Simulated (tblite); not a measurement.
C₂H₂ClN₃.
SMILES with atom numbers: `[Cl:1][c:2]1[cH:3][n:4][n:5][nH:6]1` (hydrogens: H7 on C3; H8 on N6)

Level: GFN2-xTB in tblite, geometry and Hessian alike; calculated harmonic values, unscaled, isolated species. This tight-binding method is rough: wavenumbers can miss measured ones by several per cent, in bad cases by 10 to 20.

Harmonic wavenumbers (cm⁻¹): 239.7, 270.2, 469.7, 610.6, 653.7, 697.6, 819.7, 935.4, 974.5, 1046.3, 1082.3, 1186.3, 1289.3, 1343.8, 1371.3, 1466.0, 3209.6, 3445.7.

A = 10039, B = 2121, C = 1751 MHz; mass 102.994 u (most abundant isotopes); point group Cs, symmetry number 1.

**Question.** What is the zero-point energy?

**Answer.** Half the sum of the wavenumbers: 10556 cm⁻¹ = 126.28 kJ/mol.

**Question.** What is S at 273.15 K and 1 bar for an ideal gas of classical rigid rotors and harmonic oscillators?

**Answer.** Translation 164.84, rotation 110.03, vibration 21.25: S = 296.1 J/(mol K).

**Question.** And Cp and H(273.15 K) − H(0)?

**Answer.** Cp = 71.61 J/(mol K), of which vibrations give 38.35 (their classical limit is 18 R = 149.7); H(273.15 K) − H(0) = 12.99 kJ/mol without the zero-point energy, 3.91 from vibrations.

**Question.** What must be added to the electronic energy to get the Gibbs energy at 273.15 K and 1 bar?

**Answer.** ZPE + [H(273.15 K) − H(0)] − T·S = 126.28 + 12.99 − 80.88 = 58.39 kJ/mol.

**Question.** Which modes carry the vibrational entropy at 273.15 K?

**Answer.** 239.7 cm⁻¹: 6.91; 270.2 cm⁻¹: 6.05; 469.7 cm⁻¹: 2.62; 610.6 cm⁻¹: 1.46; 653.7 cm⁻¹: 1.22; 697.6 cm⁻¹: 1.01 J/(mol K); the other 12 give 1.99 together.

**Question.** How do the functions run with temperature in this model?

**Answer.** 
```csv
T (K),S (J/(mol K)),Cp (J/(mol K)),H − H(0) (kJ/mol),G − H(0) (kJ/mol),ln q(vib)
150,261.3,47.8,5.69,-33.50,0.20
250,290.0,66.9,11.39,-61.11,0.69
298.15,302.6,76.7,14.85,-75.37,1.00
400,327.9,96.1,23.68,-107.50,1.74
600,372.6,123.5,45.88,-177.67,3.41
900,427.4,145.7,86.65,-297.99,5.99
```

q(vib) and H(0) count from the zero-point level.

Hindered rotation and anharmonicity are outside this model.
